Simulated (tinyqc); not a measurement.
RKS/PBE in the sto-6g basis, for H2O, spin multiplicity 1, step by step. One step of it, computed by the program tinyqc.

Problem. Iteration 1: building the Kohn-Sham matrix. J_ij = sum D_kl (ij|kl); F = H + J + V_xc; E = tr D H + tr D J / 2 + E_xc + E_nn.

D at the start, order 1O 1s, 1O 2s, 1O 2px, 1O 2py, 1O 2pz, 2H 1s, 3H 1s:
$$\begin{pmatrix}
2.127637 & -0.591721 & 0.000000 & 0.000000 & -0.048555 & 0.088761 & 0.088761 \\
-0.591721 & 2.725819 & 0.000000 & 0.000000 & 0.307381 & -0.395524 & -0.395524 \\
0.000000 & 0.000000 & 2.000000 & 0.000000 & 0.000000 & 0.000000 & 0.000000 \\
0.000000 & 0.000000 & 0.000000 & 2.412754 & 0.000000 & -0.400358 & 0.400358 \\
-0.048555 & 0.307381 & 0.000000 & 0.000000 & 2.150153 & -0.225351 & -0.225351 \\
0.088761 & -0.395524 & 0.000000 & -0.400358 & -0.225351 & 0.139278 & 0.006412 \\
0.088761 & -0.395524 & 0.000000 & 0.400358 & -0.225351 & 0.006412 & 0.139278
\end{pmatrix}$$

core Hamiltonian H = T + V (hartree), order 1O 1s, 1O 2s, 1O 2px, 1O 2py, 1O 2pz, 2H 1s, 3H 1s:
$$\begin{pmatrix}
-33.015458 & -7.297945 & 0.000000 & 0.000000 & -0.017284 & -1.687588 & -1.687588 \\
-7.297945 & -9.229055 & 0.000000 & 0.000000 & -0.193607 & -3.610379 & -3.610379 \\
0.000000 & 0.000000 & -7.459848 & 0.000000 & 0.000000 & 0.000000 & 0.000000 \\
0.000000 & 0.000000 & 0.000000 & -7.628238 & 0.000000 & -2.094916 & 2.094916 \\
-0.017284 & -0.193607 & 0.000000 & 0.000000 & -7.531786 & -1.426208 & -1.426208 \\
-1.687588 & -3.610379 & 0.000000 & -2.094916 & -1.426208 & -4.984493 & -1.359118 \\
-1.687588 & -3.610379 & 0.000000 & 2.094916 & -1.426208 & -1.359118 & -4.984493
\end{pmatrix}$$

Two-electron integrals (ij|kl) in chemists' order, unique and non-zero (hartree):
```
(11|11) 4.787491    (21|11) 0.675884    (21|21) 0.121505    (22|11) 1.117379
(22|21) 0.249212    (22|22) 0.817383    (31|31) 0.025762    (32|31) 0.039145
(32|32) 0.180664    (33|11) 1.117381    (33|21) 0.249212    (33|22) 0.817382
(33|33) 0.880663    (41|41) 0.025762    (42|41) 0.039145    (42|42) 0.180664
(43|43) 0.047461    (44|11) 1.117381    (44|21) 0.249212    (44|22) 0.817382
(44|33) 0.785741    (44|44) 0.880663    (51|51) 0.025762    (52|51) 0.039145
(52|52) 0.180664    (53|53) 0.047461    (54|54) 0.047461    (55|11) 1.117381
(55|21) 0.249212    (55|22) 0.817382    (55|33) 0.785741    (55|44) 0.785741
(55|55) 0.880663    (61|11) 0.165687    (61|21) 0.028540    (61|22) 0.057226
(61|33) 0.057102    (61|41) 0.001166    (61|42) 0.002274    (61|44) 0.057363
(61|51) 0.000762    (61|52) 0.001486    (61|54) 0.000170    (61|55) 0.057214
(61|61) 0.006833    (62|11) 0.390758    (62|21) 0.088312    (62|22) 0.319216
(62|33) 0.314003    (62|41) 0.005896    (62|42) 0.042922    (62|44) 0.324960
(62|51) 0.003854    (62|52) 0.028054    (62|54) 0.007161    (62|55) 0.318684
(62|61) 0.020837    (62|62) 0.153051    (63|31) 0.009966    (63|32) 0.055577
(63|43) 0.008919    (63|53) 0.005830    (63|63) 0.022037    (64|11) 0.231344
(64|21) 0.053042    (64|22) 0.204510    (64|33) 0.195213    (64|41) 0.013102
(64|42) 0.081771    (64|44) 0.220094    (64|51) 0.002050    (64|52) 0.017120
(64|54) 0.010433    (64|55) 0.198222    (64|61) 0.013109    (64|62) 0.119248
(64|64) 0.114031    (65|11) 0.151209    (65|21) 0.034669    (65|22) 0.133670
(65|33) 0.127593    (65|41) 0.002050    (65|42) 0.017120    (65|44) 0.132197
(65|51) 0.011305    (65|52) 0.066767    (65|54) 0.011928    (65|55) 0.141219
(65|61) 0.008568    (65|62) 0.077942    (65|64) 0.060128    (65|65) 0.061338
(66|11) 0.523106    (66|21) 0.120415    (66|22) 0.496435    (66|33) 0.476425
(66|41) 0.010757    (66|42) 0.105871    (66|44) 0.518485    (66|51) 0.007031
(66|52) 0.069198    (66|54) 0.027491    (66|55) 0.494393    (66|61) 0.028734
(66|62) 0.296894    (66|64) 0.264377    (66|65) 0.172800    (66|66) 0.774999
(71|11) 0.165687    (71|21) 0.028540    (71|22) 0.057226    (71|33) 0.057102
(71|41) -0.001166   (71|42) -0.002274   (71|44) 0.057363    (71|51) 0.000762
(71|52) 0.001486    (71|54) -0.000170   (71|55) 0.057214    (71|61) 0.006719
(71|62) 0.020064    (71|64) 0.011467    (71|65) 0.008247    (71|66) 0.027237
(71|71) 0.006833    (72|11) 0.390758    (72|21) 0.088312    (72|22) 0.319216
(72|33) 0.314003    (72|41) -0.005896   (72|42) -0.042922   (72|44) 0.324960
(72|51) 0.003854    (72|52) 0.028054    (72|54) -0.007161   (72|55) 0.318684
(72|61) 0.020064    (72|62) 0.122477    (72|64) 0.065882    (72|65) 0.060503
(72|66) 0.193362    (72|71) 0.020837    (72|72) 0.153051    (73|31) 0.009966
(73|32) 0.055577    (73|43) -0.008919   (73|53) 0.005830    (73|63) 0.017021
(73|73) 0.022037    (74|11) -0.231344   (74|21) -0.053042   (74|22) -0.204510
(74|33) -0.195213   (74|41) 0.013102    (74|42) 0.081771    (74|44) -0.220094
(74|51) -0.002050   (74|52) -0.017120   (74|54) 0.010433    (74|55) -0.198222
(74|61) -0.011467   (74|62) -0.065882   (74|64) -0.018949   (74|65) -0.031816
(74|66) -0.092435   (74|71) -0.013109   (74|72) -0.119248   (74|74) 0.114031
(75|11) 0.151209    (75|21) 0.034669    (75|22) 0.133670    (75|33) 0.127593
(75|41) -0.002050   (75|42) -0.017120   (75|44) 0.132197    (75|51) 0.011305
(75|52) 0.066767    (75|54) -0.011928   (75|55) 0.141219    (75|61) 0.008247
(75|62) 0.060503    (75|64) 0.031816    (75|65) 0.046435    (75|66) 0.104492
(75|71) 0.008568    (75|72) 0.077942    (75|74) -0.060128   (75|75) 0.061338
(76|11) 0.136569    (76|21) 0.031120    (76|22) 0.120481    (76|33) 0.118033
(76|44) 0.120677    (76|51) 0.002217    (76|52) 0.018608    (76|55) 0.122731
(76|61) 0.007243    (76|62) 0.055841    (76|64) 0.037592    (76|65) 0.031990
(76|66) 0.108760    (76|71) 0.007243    (76|72) 0.055841    (76|74) -0.037592
(76|75) 0.031990    (76|76) 0.024520    (77|11) 0.523106    (77|21) 0.120415
(77|22) 0.496435    (77|33) 0.476425    (77|41) -0.010757   (77|42) -0.105871
(77|44) 0.518485    (77|51) 0.007031    (77|52) 0.069198    (77|54) -0.027491
(77|55) 0.494393    (77|61) 0.027237    (77|62) 0.193362    (77|64) 0.092435
(77|65) 0.104492    (77|66) 0.319783    (77|71) 0.028734    (77|72) 0.296894
(77|74) -0.264377   (77|75) 0.172800    (77|76) 0.108760    (77|77) 0.774999
```

nuclear repulsion = 8.99857594 hartree

V_xc (hartree), order 1O 1s, 1O 2s, 1O 2px, 1O 2py, 1O 2pz, 2H 1s, 3H 1s:
$$\begin{pmatrix}
-3.114021 & -0.386713 & 0.000000 & 0.000000 & -0.001234 & -0.098212 & -0.098212 \\
-0.386713 & -0.844739 & 0.000000 & 0.000000 & -0.000459 & -0.286082 & -0.286082 \\
0.000000 & 0.000000 & -0.841055 & 0.000000 & 0.000000 & 0.000000 & 0.000000 \\
0.000000 & 0.000000 & 0.000000 & -0.841352 & 0.000000 & -0.166228 & 0.166228 \\
-0.001234 & -0.000459 & 0.000000 & 0.000000 & -0.851432 & -0.110290 & -0.110290 \\
-0.098212 & -0.286082 & 0.000000 & -0.166228 & -0.110290 & -0.304716 & -0.092417 \\
-0.098212 & -0.286082 & 0.000000 & 0.166228 & -0.110290 & -0.092417 & -0.304716
\end{pmatrix}$$

E_xc = sum of w rho eps_xc = -10.32692984 hartree

Give: Coulomb J; Kohn-Sham matrix F; total energy of this density.

Solution.

Coulomb J (hartree), order 1O 1s, 1O 2s, 1O 2px, 1O 2py, 1O 2pz, 2H 1s, 3H 1s:
$$\begin{pmatrix}
18.8465 & 3.3973 & 0.0000 & 0.0000 & 0.0042 & 0.8019 & 0.8019 \\
3.3973 & 8.8820 & 0.0000 & 0.0000 & -0.0047 & 3.3588 & 3.3588 \\
0.0000 & 0.0000 & 8.8872 & 0.0000 & 0.0000 & 0.0000 & 0.0000 \\
0.0000 & 0.0000 & 0.0000 & 8.8769 & 0.0000 & 2.1051 & -2.1051 \\
0.0042 & -0.0047 & 0.0000 & 0.0000 & 8.8820 & 1.3731 & 1.3731 \\
0.8019 & 3.3588 & 0.0000 & 2.1051 & 1.3731 & 4.9977 & 1.2403 \\
0.8019 & 3.3588 & 0.0000 & -2.1051 & 1.3731 & 1.2403 & 4.9977
\end{pmatrix}$$

Kohn-Sham matrix F (hartree), order 1O 1s, 1O 2s, 1O 2px, 1O 2py, 1O 2pz, 2H 1s, 3H 1s:
$$\begin{pmatrix}
-17.2830 & -4.2874 & 0.0000 & 0.0000 & -0.0143 & -0.9839 & -0.9839 \\
-4.2874 & -1.1918 & 0.0000 & 0.0000 & -0.1987 & -0.5376 & -0.5376 \\
0.0000 & 0.0000 & 0.5863 & 0.0000 & 0.0000 & 0.0000 & 0.0000 \\
0.0000 & 0.0000 & 0.0000 & 0.4073 & 0.0000 & -0.1561 & 0.1561 \\
-0.0143 & -0.1987 & 0.0000 & 0.0000 & 0.4988 & -0.1634 & -0.1634 \\
-0.9839 & -0.5376 & 0.0000 & -0.1561 & -0.1634 & -0.2915 & -0.2112 \\
-0.9839 & -0.5376 & 0.0000 & 0.1561 & -0.1634 & -0.2112 & -0.2915
\end{pmatrix}$$

total energy of this density = -74.209985 hartree
